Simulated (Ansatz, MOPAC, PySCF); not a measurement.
Conformational energy of SMILES O=CO (CH2O2). Scanned: dihedral O3–C2–O1–H4; all other coordinates were relaxed at B3LYP-D3(BJ)/def2-SVP. Points at φ and −φ are mirror images.

Atom numbering (GFN2-xTB optimised geometry, Å):
```
5

O      0.7790    -0.5451    -0.0365
C     -0.4206     0.0088     0.0129
O     -0.6433     1.1800     0.0476
H      1.4746     0.1348    -0.0413
H     -1.1897    -0.7785     0.0173
```

- PM3, restricted, heats of formation // B3LYP-D3(BJ)/def2-SVP (MOPAC)
- RKS-B3LYP/LANL2DZ = restricted B3LYP/LANL2DZ // B3LYP-D3(BJ)/def2-SVP in PySCF 2.14.0
- RKS-BP86/6-31G* = PySCF 2.14.0 with restricted BP86/6-31G*, spherical d // B3LYP-D3(BJ)/def2-SVP
- CCSD(T)/cc-pVTZ = CCSD(T) on RHF/cc-pVTZ, frozen core // B3LYP-D3(BJ)/def2-SVP run with Ansatz (a first-principles code)

Energies relative to the lowest point of each profile, in kcal/mol:

```tsv
φ / °	PM3	RKS-B3LYP/LANL2DZ	RKS-BP86/6-31G*
-160	6.4	6.8	6.1
-140	7.6	9.1	9.1
-120	8.9	11.8	12.7
-100	9.3	13.2	15.0
-80	8.3	12.2	14.3
-40	3.0	4.7	5.6
-20	0.8	1.3	1.6
0	0.0	0.0	0.0
20	0.8	1.3	1.6
40	3.0	4.7	5.6
80	8.3	12.2	14.3
140	7.6	9.1	9.1
```

Question: Estimate the CCSD(T)/cc-pVTZ values at these points.

Answer: -160: 5.5; -140: 8.0; -120: 11.0; -100: 12.8; -80: 12.2; -40: 5.0; -20: 1.4; 0: 0.0; 20: 1.4; 40: 5.0; 80: 12.2; 140: 8.0 (kcal/mol).
